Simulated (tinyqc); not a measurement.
Inside a calculation. Method: RKS/PBE in the sto-3g basis, for H2F+, spin multiplicity 1. One step of it, computed by the program tinyqc.

Problem. Iteration 1: building the Kohn-Sham matrix. J_ij = sum D_kl (ij|kl); F = H + J + V_xc; E = tr D H + tr D J / 2 + E_xc + E_nn.

D at the start:
```
            1F 1s      1F 2s    1F 2px     1F 2py     1F 2pz      2H 1s      3H 1s
1F 1s    2.130390  -0.567448  0.000000   0.000000  -0.034402   0.061441   0.061441
1F 2s   -0.567448   2.465893  0.000000   0.000000   0.200320  -0.263699  -0.263699
1F 2px   0.000000   0.000000  2.000000   0.000000   0.000000   0.000000   0.000000
1F 2py   0.000000   0.000000  0.000000   2.212284   0.000000  -0.275619   0.275619
1F 2pz  -0.034402   0.200320  0.000000   0.000000   2.112390  -0.177019  -0.177019
2H 1s    0.061441  -0.263699  0.000000  -0.275619  -0.177019   0.074089   0.005413
3H 1s    0.061441  -0.263699  0.000000   0.275619  -0.177019   0.005413   0.074089
```

core Hamiltonian H = T + V (hartree):
```
             1F 1s       1F 2s     1F 2px     1F 2py     1F 2pz      2H 1s      3H 1s
1F 1s   -41.063708   -9.636867   0.000000   0.000000  -0.015608  -1.582598  -1.582598
1F 2s    -9.636867  -11.538230   0.000000   0.000000  -0.190742  -3.578230  -3.578230
1F 2px    0.000000    0.000000  -9.174983   0.000000   0.000000   0.000000   0.000000
1F 2py    0.000000    0.000000   0.000000  -9.281386   0.000000  -1.829616   1.829616
1F 2pz   -0.015608   -0.190742   0.000000   0.000000  -9.248761  -1.582001  -1.582001
2H 1s    -1.582598   -3.578230   0.000000  -1.829616  -1.582001  -5.344289  -1.569458
3H 1s    -1.582598   -3.578230   0.000000   1.829616  -1.582001  -1.569458  -5.344289
```

Two-electron integrals (ij|kl) in chemists' order, unique and non-zero (hartree):
```
(11|11) 5.403501    (21|11) 0.841920    (21|21) 0.156299    (22|11) 1.268028
(22|21) 0.292344    (22|22) 0.926167    (31|31) 0.027998    (32|31) 0.043169
(32|32) 0.204588    (33|11) 1.264502    (33|21) 0.292403    (33|22) 0.925959
(33|33) 0.997514    (41|41) 0.027998    (42|41) 0.043169    (42|42) 0.204588
(43|43) 0.053770    (44|11) 1.264502    (44|21) 0.292403    (44|22) 0.925959
(44|33) 0.889973    (44|44) 0.997514    (51|51) 0.027998    (52|51) 0.043169
(52|52) 0.204588    (53|53) 0.053770    (54|54) 0.053770    (55|11) 1.264502
(55|21) 0.292403    (55|22) 0.925959    (55|33) 0.889973    (55|44) 0.889973
(55|55) 0.997514    (61|11) 0.139168    (61|21) 0.025617    (61|22) 0.047609
(61|33) 0.047536    (61|41) 0.000809    (61|42) 0.001516    (61|44) 0.047670
(61|51) 0.000674    (61|52) 0.001263    (61|54) 0.000111    (61|55) 0.047629
(61|61) 0.004242    (62|11) 0.351036    (62|21) 0.082012    (62|22) 0.289710
(62|33) 0.285481    (62|41) 0.004297    (62|42) 0.033470    (62|44) 0.292806
(62|51) 0.003578    (62|52) 0.027871    (62|54) 0.006100    (62|55) 0.290560
(62|61) 0.013638    (62|62) 0.111374    (63|31) 0.008602    (63|32) 0.050907
(63|43) 0.007055    (63|53) 0.005874    (63|63) 0.016542    (64|11) 0.183115
(64|21) 0.043331    (64|22) 0.163855    (64|33) 0.156838    (64|41) 0.010588
(64|42) 0.068867    (64|44) 0.174936    (64|51) 0.001653    (64|52) 0.014955
(64|54) 0.009196    (64|55) 0.159604    (64|61) 0.007510    (64|62) 0.077238
(64|64) 0.069700    (65|11) 0.152479    (65|21) 0.036082    (65|22) 0.136441
(65|33) 0.130599    (65|41) 0.001653    (65|42) 0.014955    (65|44) 0.133920
(65|51) 0.009979    (65|52) 0.063360    (65|54) 0.009820    (65|55) 0.144650
(65|61) 0.006253    (65|62) 0.064316    (65|64) 0.044264    (65|65) 0.053401
(66|11) 0.504102    (66|21) 0.119708    (66|22) 0.487636    (66|33) 0.470919
(66|41) 0.007912    (66|42) 0.086709    (66|44) 0.500204    (66|51) 0.006588
(66|52) 0.072202    (66|54) 0.024385    (66|55) 0.491225    (66|61) 0.020035
(66|62) 0.239849    (66|64) 0.193273    (66|65) 0.160938    (66|66) 0.774606
(71|11) 0.139168    (71|21) 0.025617    (71|22) 0.047609    (71|33) 0.047536
(71|41) -0.000809   (71|42) -0.001516   (71|44) 0.047670    (71|51) 0.000674
(71|52) 0.001263    (71|54) -0.000111   (71|55) 0.047629    (71|61) 0.004193
(71|62) 0.013306    (71|64) 0.006723    (71|65) 0.006106    (71|66) 0.019401
(71|71) 0.004242    (72|11) 0.351036    (72|21) 0.082012    (72|22) 0.289710
(72|33) 0.285481    (72|41) -0.004297   (72|42) -0.033470   (72|44) 0.292806
(72|51) 0.003578    (72|52) 0.027871    (72|54) -0.006100   (72|55) 0.290560
(72|61) 0.013306    (72|62) 0.093119    (72|64) 0.044136    (72|65) 0.052314
(72|66) 0.166550    (72|71) 0.013638    (72|72) 0.111374    (73|31) 0.008602
(73|32) 0.050907    (73|43) -0.007055   (73|53) 0.005874    (73|63) 0.013452
(73|73) 0.016542    (74|11) -0.183115   (74|21) -0.043331   (74|22) -0.163855
(74|33) -0.156838   (74|41) 0.010588    (74|42) 0.068867    (74|44) -0.174936
(74|51) -0.001653   (74|52) -0.014955   (74|54) 0.009196    (74|55) -0.159604
(74|61) -0.006723   (74|62) -0.044136   (74|64) -0.007769   (74|65) -0.024267
(74|66) -0.070179   (74|71) -0.007510   (74|72) -0.077238   (74|74) 0.069700
(75|11) 0.152479    (75|21) 0.036082    (75|22) 0.136441    (75|33) 0.130599
(75|41) -0.001653   (75|42) -0.014955   (75|44) 0.133920    (75|51) 0.009979
(75|52) 0.063360    (75|54) -0.009820   (75|55) 0.144650    (75|61) 0.006106
(75|62) 0.052314    (75|64) 0.024267    (75|65) 0.042492    (75|66) 0.103804
(75|71) 0.006253    (75|72) 0.064316    (75|74) -0.044264   (75|75) 0.053401
(76|11) 0.141619    (76|21) 0.033457    (76|22) 0.130395    (76|33) 0.127641
(76|44) 0.129737    (76|51) 0.002232    (76|52) 0.021583    (76|55) 0.133667
(76|61) 0.005522    (76|62) 0.051643    (76|64) 0.031151    (76|65) 0.034034
(76|66) 0.122848    (76|71) 0.005522    (76|72) 0.051643    (76|74) -0.031151
(76|75) 0.034034    (76|76) 0.030485    (77|11) 0.504102    (77|21) 0.119708
(77|22) 0.487636    (77|33) 0.470919    (77|41) -0.007912   (77|42) -0.086709
(77|44) 0.500204    (77|51) 0.006588    (77|52) 0.072202    (77|54) -0.024385
(77|55) 0.491225    (77|61) 0.019401    (77|62) 0.166550    (77|64) 0.070179
(77|65) 0.103804    (77|66) 0.332566    (77|71) 0.020035    (77|72) 0.239849
(77|74) -0.193273   (77|75) 0.160938    (77|76) 0.122848    (77|77) 0.774606
```

nuclear repulsion = 9.68625843 hartree

V_xc (hartree):
```
            1F 1s      1F 2s     1F 2px     1F 2py     1F 2pz      2H 1s      3H 1s
1F 1s   -3.499304  -0.489873   0.000000   0.000000  -0.001032  -0.081676  -0.081676
1F 2s   -0.489873  -0.954059   0.000000   0.000000  -0.000537  -0.255645  -0.255645
1F 2px   0.000000   0.000000  -0.948007   0.000000   0.000000   0.000000   0.000000
1F 2py   0.000000   0.000000   0.000000  -0.946998   0.000000  -0.129252   0.129252
1F 2pz  -0.001032  -0.000537   0.000000   0.000000  -0.946687  -0.107074  -0.107074
2H 1s   -0.081676  -0.255645   0.000000  -0.129252  -0.107074  -0.263638  -0.086896
3H 1s   -0.081676  -0.255645   0.000000   0.129252  -0.107074  -0.086896  -0.263638
```

E_xc = sum of w rho eps_xc = -11.49035010 hartree

Give: Coulomb J; Kohn-Sham matrix F; total energy of this density.

Solution.

Coulomb J (hartree):
```
         1F 1s   1F 2s  1F 2px  1F 2py  1F 2pz  2H 1s   3H 1s
1F 1s   21.111   4.051   0.000   0.000   0.004  0.664   0.664
1F 2s    4.051  10.012   0.000   0.000  -0.001  3.031   3.031
1F 2px   0.000   0.000  10.006   0.000   0.000  0.000   0.000
1F 2py   0.000   0.000   0.000  10.003   0.000  1.679  -1.679
1F 2pz   0.004  -0.001   0.000   0.000  10.002  1.396   1.396
2H 1s    0.664   3.031   0.000   1.679   1.396  4.890   1.325
3H 1s    0.664   3.031   0.000  -1.679   1.396  1.325   4.890
```

Kohn-Sham matrix F (hartree):
```
          1F 1s   1F 2s  1F 2px  1F 2py  1F 2pz   2H 1s   3H 1s
1F 1s   -23.452  -6.076   0.000   0.000  -0.013  -1.000  -1.000
1F 2s    -6.076  -2.480   0.000   0.000  -0.192  -0.803  -0.803
1F 2px    0.000   0.000  -0.117   0.000   0.000   0.000   0.000
1F 2py    0.000   0.000   0.000  -0.226   0.000  -0.280   0.280
1F 2pz   -0.013  -0.192   0.000   0.000  -0.193  -0.293  -0.293
2H 1s    -1.000  -0.803   0.000  -0.280  -0.293  -0.718  -0.331
3H 1s    -1.000  -0.803   0.000   0.280  -0.293  -0.331  -0.718
```

total energy of this density = -97.98261 hartree
